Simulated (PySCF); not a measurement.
One of the candidates below gave these computed data.

All candidates are C4H4S.

| technique | computed result |
| --- | --- |
| Rotational structure | rotational constants A, B, C: 8.185, 5.414, 3.258 GHz [GFN2-xTB] |
| Dipole | 0.52 D [PBE0/pcSseg-1] |
| NMR, other nuclei | isotropic shieldings of nuclei other than C and H, by class: 278 (1 S) ppm [GIAO PBE0/pcSseg-1] |
| 1H NMR | chemical shifts (computed TMS as zero) by class: 7.27 (2 H), 7.22 (2 H) ppm [GIAO PBE0/pcSseg-1] |
| 13C NMR | chemical shifts (computed TMS as zero) by class: 133.8 (2 C), 130.8 (2 C) ppm [GIAO PBE0/pcSseg-1] |

The electronic properties come from PySCF, for the isolated species, density fitting. Levels stand in brackets. Geometry: GFN2-xTB; no solvent, vibrations or thermal averaging. NMR values are class means; diastereotopic atoms form classes of their own.

Question: Which candidate is it?
A. `C=CC=C=S`
B. `c1ccsc1`
C. `C#C[C@@H]1CS1`

Answer: B. It is `c1ccsc1`. Numbering: `[cH:1]1[cH:2][cH:3][s:4][cH:5]1`. Its formula, C4H4S, gives 3 degrees of unsaturation: 1 ring and 2 π bonds in the structure found (Kekulé form). 4 carbons fall into 2 classes; from least to most shielded: aromatic CH next to a ring sulfur [C3/C5] (133.8 ppm, 2 C), aromatic CH carbon [C1/C2] (130.8 ppm, 2 C). Hydrogen classes from least to most shielded: 2 H on 2 aromatic CH carbons, C1/C2 (7.27 ppm), 2 H on 2 like atoms (aromatic CH next to a ring sulfur), C3/C5 (7.22 ppm). The other shieldings belong to: 278 ppm, thiophene-type sulfur [S4]. The optimised geometry has point group C2v and is an asymmetric top.

The others, at the same levels:
- `C#C[C@@H]1CS1` fails: it has 4 carbon classes against 2; its computed 13C shifts are 88.4 (1 C), 76.8 (1 C), 31.0 (1 C), 22.1 (1 C) ppm, 1H shifts are 3.18 (1 H), 2.60 (1 H), 2.51 (1 H), 1.60 (1 H) ppm and rotational constant A is 10.848 GHz (against 8.185 GHz).
- `C=CC=C=S` fails: it has 4 carbon classes against 2; its computed 13C shifts are 286.7 (1 C), 132.2 (1 C), 117.7 (1 C), 77.4 (1 C) ppm, 1H shifts are 6.43 (1 H), 6.04 (1 H), 5.47 (1 H), 4.90 (1 H) ppm and rotational constant A is 38.214 GHz (against 8.185 GHz).

Each candidate is one conformer, not necessarily the lowest. The conformers computed, where there is a choice (atom-mapped SMILES and torsion angles):
- `[CH2:1]=[CH:2][CH:3]=[C:4]=[S:5]`: C1–C2–C3–C4 180°
